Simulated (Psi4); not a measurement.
# One shape, several levels: AlHSCl (SMILES [SH][Al][Cl])

Wanted: a comparison of 3 runs (UHF/STO-3G, UBP86/def2-SVP, UMP2/cc-pVDZ) of AlHSCl. 

The calculation is run with Psi4 1.11.

5 further runs of the same task are left out: 3 for a known fault of the program, 2 that didn't finish.

### 1 The structure to begin with

The species is AlHSCl (4 atoms), meant as a doublet with charge 0. SMILES: `[SH][Al][Cl]`. The shape is that of a PBE0-D4/def2-TZVP optimisation.

Bond lengths: S1–Al2 2.193 Å, Al2–Cl3 2.107 Å, S1–H4 1.345 Å. Angles: S1–Al2–Cl3 115.5°, Al2–S1–H4 92.8°.

### 2 The energy at UHF/STO-3G (run 1)

alclhs.json

```json
{
 "schema_name": "qcschema_input",
 "schema_version": 1,
 "molecule": {
  "schema_name": "qcschema_molecule",
  "schema_version": 2,
  "symbols": ["S", "Al", "Cl", "H"],
  "geometry": [0.83110155, 1.86119126, -1.40727905, -0.74474107, -0.99380697, 1.15103218, 0.42745605, -4.73829928, 0.47432126, -0.40893673, 3.75696451, -0.25624686],
  "molecular_charge": 0,
  "molecular_multiplicity": 2,
  "fix_symmetry": "c1"
 },
 "driver": "energy",
 "model": {
  "method": "scf",
  "basis": "STO-3G"
 },
 "keywords": {
  "reference": "uhf",
  "puream": true,
  "e_convergence": 1e-09,
  "d_convergence": 1e-08,
  "scf_type": "pk",
  "maxiter": 200,
  "scf_properties": ["MAYER_INDICES", "LOWDIN_CHARGES", "WIBERG_LOWDIN_INDICES"]
 }
}
```

Launch:

```
$ psi4 --qcschema alclhs.json -n 1 --memory 1600MB
```

stdout:

```text
[...]
  Running in c1 symmetry.
[...]
  Nuclear repulsion =  156.154884438419941
[...]
  Multiplicity = 2
[...]
  Nalpha       = 24
  Nbeta        = 23
[...]
    Number of basis functions: 28
[...]
   @UHF iter   1: -1087.34621999606748   -1.60518e+00   9.70244e-03 ADIIS/DIIS
[...]
   @UHF iter  13: -1087.43215909865853    4.54747e-13   4.20070e-09 DIIS
[...]
   @S^2 Observed:                7.587466856E-01
[...]
    Orbital Energies [Eh]
    ---------------------
    Alpha Occupied:
       1A   -103.556653     2A    -90.674498     3A    -57.837280
       4A    -10.256867     5A     -8.590302     6A     -7.701026
       7A     -7.695575     8A     -7.695542     9A     -6.225549
      10A     -6.220541    11A     -6.216415    12A     -4.777968
      13A     -3.005853    14A     -2.994880    15A     -2.994219
      16A     -0.950569    17A     -0.867482    18A     -0.490946
      19A     -0.428308    20A     -0.361376    21A     -0.354961
      22A     -0.349344    23A     -0.264776    24A     -0.214076
    Alpha Virtual:
      25A      0.275357    26A      0.445902    27A      0.482439
[...]
  @UHF Final Energy: -1087.43215909865853
   => Energetics <=
    Nuclear Repulsion Energy =            156.1548844384199413
    One-Electron Energy =               -1826.1888267084336803
    Two-Electron Energy =                 582.6017831713553505
    Total Energy =                      -1087.4321590986583033
  UHF NO Occupations:
  HONO-2 :   22  A 1.9997554
  HONO-1 :   23  A 1.9960230
[...]
 Multipole Moments:
 ------------------------------------------------------------------------------------
     Multipole            Electronic (a.u.)      Nuclear  (a.u.)        Total (a.u.)
 ------------------------------------------------------------------------------------
 L = 1.  Multiply by 2.5417464519 to convert [e a0] to [Debye]
 Dipole X            :         -1.0417355            0.0701244           -0.9716112
 Dipole Y            :         -2.8759062            4.0397278            1.1638216
 Dipole Z            :          1.8962561           -0.9297210            0.9665351
 Magnitude           :                                                    1.7979708
[...]
```

The result, in JSON:

```text
{
 "driver": "energy",
 "model": {
  "method": "scf",
  "basis": "STO-3G"
 },
 "success": true,
 "return_result": -1087.4321590986585,
 "properties": {
  "calcinfo_nbasis": 28,
  "calcinfo_nmo": 28,
  "calcinfo_nalpha": 24,
  "calcinfo_nbeta": 23,
  "calcinfo_natom": 4,
  "nuclear_repulsion_energy": 156.15488443841994,
  "return_energy": -1087.4321590986585,
  "scf_one_electron_energy": -1826.1888267084337,
  "scf_two_electron_energy": 582.6017831713554,
  "scf_dipole_moment": [-0.9716111561642102, 1.1638215724055132, 0.9665350982528832],
  "scf_total_energy": -1087.4321590986585,
  "scf_iterations": 13
 }
}
```

It took 1.3 s on 1 thread of Intel Xeon 6975P-C (Granite Rapids), shared host; peak memory 0.18 GiB.

### 3 Energy and gradient at UBP86/def2-SVP (run 2)

alclhs.xyz

```xyz
4
AlClHS
S      0.439800     0.984900    -0.744700
Al    -0.394100    -0.525900     0.609100
Cl     0.226200    -2.507400     0.251000
H     -0.216400     1.988100    -0.135600
```

job.py

```python
import psi4

psi4.set_memory(1600000000)
psi4.set_num_threads(1)
psi4.set_output_file('output.dat', False)

with open('alclhs.xyz') as f:
    atoms = ''.join(f.readlines()[2:])
geom = psi4.geometry('0 2\n' + atoms + 'symmetry c1')

options = {'reference': 'uks', 'puream': True, 'e_convergence': 1e-09, 'd_convergence': 1e-08, 'scf_type': 'pk', 'dft_radial_points': 99, 'dft_spherical_points': 590, 'maxiter': 200}
psi4.set_options(options)

result, w = psi4.gradient('bp86/def2-SVP', return_wfn=True)
print('gradient / Eh bohr^-1')
print(result.np.round(6))
print(f'energy = {w.energy():.10f} Eh')
```

Launch:

```
$ python job.py
```

output.dat:

```text
[...]
  Running in c1 symmetry.
[...]
  Nuclear repulsion =  156.154884339548801
[...]
  Multiplicity = 2
[...]
  Nalpha       = 24
  Nbeta        = 23
[...]
    Number of basis functions: 59
[...]
   @UKS iter   1: -1101.15942539959974   -1.16774e-01   6.80967e-03 DIIS/ADIIS
[...]
   @UKS iter  13: -1101.25399782003728   -1.13687e-12   4.03557e-09 DIIS
[...]
   @S^2 Observed:                7.520965928E-01
[...]
  @UKS Final Energy: -1101.25399782003728
   => Energetics <=
    Nuclear Repulsion Energy =            156.1548843395488007
    One-Electron Energy =               -1834.1192912500621333
    Two-Electron Energy =                 649.7850543144465973
    DFT Exchange-Correlation Energy =     -73.0746452239705491
    Empirical Dispersion Energy =           0.0000000000000000
    VV10 Nonlocal Energy =                  0.0000000000000000
    Total Energy =                      -1101.2539978200372843
[...]
 Multipole Moments:
 ------------------------------------------------------------------------------------
     Multipole            Electronic (a.u.)      Nuclear  (a.u.)        Total (a.u.)
 ------------------------------------------------------------------------------------
 L = 1.  Multiply by 2.5417464519 to convert [e a0] to [Debye]
 Dipole X            :         -0.4918275            0.0701244           -0.4217031
 Dipole Y            :         -3.4629089            4.0397278            0.5768189
 Dipole Z            :          1.3345232           -0.9297211            0.4048021
 Magnitude           :                                                    0.8212297
[...]
  -Total Gradient:
     Atom            X                  Y                   Z
    ------   -----------------  -----------------  -----------------
       1       -0.007168250192     0.002105352409     0.008491093829
       2        0.004507314735    -0.002356538294    -0.005126114469
       3       -0.002120851897     0.008116167045     0.000949929313
       4        0.004783627773    -0.007868366149    -0.004316464389
[...]
```

Standard output:

```text
gradient / Eh bohr^-1
[[-0.007168  0.002105  0.008491]
 [ 0.004507 -0.002357 -0.005126]
 [-0.002121  0.008116  0.00095 ]
 [ 0.004784 -0.007868 -0.004316]]
energy = -1101.2539978200 Eh
```

It took 6.3 s on 1 thread of Intel Xeon 6975P-C (Granite Rapids), shared host; peak memory 0.51 GiB.

### 4 A single-point energy at UMP2/cc-pVDZ (run 3)

alclhs.xyz is that of step 3.

alclhs.py

```python
import psi4

psi4.set_memory('1600 MB')
psi4.set_num_threads(1)
psi4.core.set_output_file('psi4.out', False)

with open('alclhs.xyz') as f:
    atoms = ''.join(f.readlines()[2:])
molecule = psi4.geometry('0 2\n' + atoms + 'symmetry c1\nno_reorient\nno_com')

psi4.set_options({
    'reference': 'uhf',
    'puream': True,
    'e_convergence': 1e-09,
    'd_convergence': 1e-08,
    'scf_type': 'pk',
    'num_frozen_docc': 15,
    'mp2_type': 'conv',
    'maxiter': 200,
})

result = psi4.energy('mp2/cc-pVDZ', molecule=molecule)
print(f'total energy {result:.8f} hartree = {result * 27.211386:.5f} eV')
```

Launch:

```
$ python alclhs.py
```

psi4.out:

```text
[...]
  Running in c1 symmetry.
[...]
  Nuclear repulsion =  156.154884339548801
[...]
  Multiplicity = 2
[...]
  Nalpha       = 24
  Nbeta        = 23
[...]
    Number of basis functions: 59
[...]
   @UHF iter   1: -1099.57929068771841   -4.76172e-01   4.12944e-03 ADIIS/DIIS
[...]
   @UHF iter  14: -1099.63062326552563   -1.59162e-12   4.34462e-09 DIIS
[...]
   @S^2 Observed:                7.549151144E-01
[...]
    Orbital Energies [Eh]
    ---------------------
    Alpha Occupied:
       1A   -104.817034     2A    -91.956367     3A    -58.550253
       4A    -10.545693     5A     -8.961110     6A     -8.013641
       7A     -8.010248     8A     -8.010077     9A     -6.643751
      10A     -6.642220    11A     -6.639235    12A     -4.962467
      13A     -3.276300    14A     -3.272698    15A     -3.272281
      16A     -1.082950    17A     -0.968803    18A     -0.587139
      19A     -0.541107    20A     -0.478848    21A     -0.470518
      22A     -0.466603    23A     -0.391583    24A     -0.329889
    Alpha Virtual:
      25A      0.037118    26A      0.117561    27A      0.134080
[...]
  @UHF Final Energy: -1099.63062326552563
   => Energetics <=
    Nuclear Repulsion Energy =            156.1548843395488007
    One-Electron Energy =               -1834.2595169439248366
    Two-Electron Energy =                 578.4740093388504647
    Total Energy =                      -1099.6306232655256281
  UHF NO Occupations:
  HONO-2 :   22  A 1.9996131
  HONO-1 :   23  A 1.9983036
[...]
 Multipole Moments:
 ------------------------------------------------------------------------------------
     Multipole            Electronic (a.u.)      Nuclear  (a.u.)        Total (a.u.)
 ------------------------------------------------------------------------------------
 L = 1.  Multiply by 2.5417464519 to convert [e a0] to [Debye]
 Dipole X            :        -11.0578839           10.4738071           -0.5840769
 Dipole Y            :         60.5805168          -59.9345538            0.6459630
 Dipole Z            :          0.3382902            0.2541682            0.5924583
 Magnitude           :                                                    1.0532905
[...]
	SCS-MP2 Total Energy (a.u.)        : -1099.92996106113765
	SOS-MP2 Total Energy (a.u.)        : -1099.90314724658515
	SCSN-MP2 Total Energy (a.u.)       : -1099.77220020636287
[...]
	SOS-PI-MP2 Total Energy (a.u.)     : -1099.94856791009511
[...]
	MP2 Total Energy (a.u.)            : -1099.93816802673291
[...]
```

Standard output:

```text
total energy -1099.93816803 hartree = -29930.84207 eV
```

Wall time 10 s (1 thread of Intel Xeon 6975P-C (Granite Rapids), shared host); peak memory 0.29 GiB.

### 5 The series

```csv
run,level,task,properties,energy (Eh),dipole moment (D),HOMO energy (eV),LUMO energy (eV),wall time
1,UHF/STO-3G,energy,"(mayer, lowdin, wiberg)",-1087.432159,4.57,-5.83,5.13,1.3 s
2,UBP86/def2-SVP,gradient,–,-1101.253998,2.09,-5.31,-3.90,6.3 s
3,UMP2/cc-pVDZ,energy,–,-1099.938168,–,-8.98,0.31,10 s
```

### 6 Results

| quantity | value |
| --- | --- |
| run 3: total energy | -1099.93817 Eh |
| run 3: HOMO energy (Hartree–Fock orbitals) (highest over α and β) | -8.98 eV |
| run 3: LUMO energy (Hartree–Fock orbitals) (lowest over α and β) | 0.31 eV |
| run 3: correlation energy (15 core orbitals frozen) | -307.5 mEh |
| run 3: ⟨S²⟩ of the reference determinant | 0.755 |

What this shows: In run 1 the basis is minimal, so the values are rough. All runs together took 18 s, the longest 10 s.
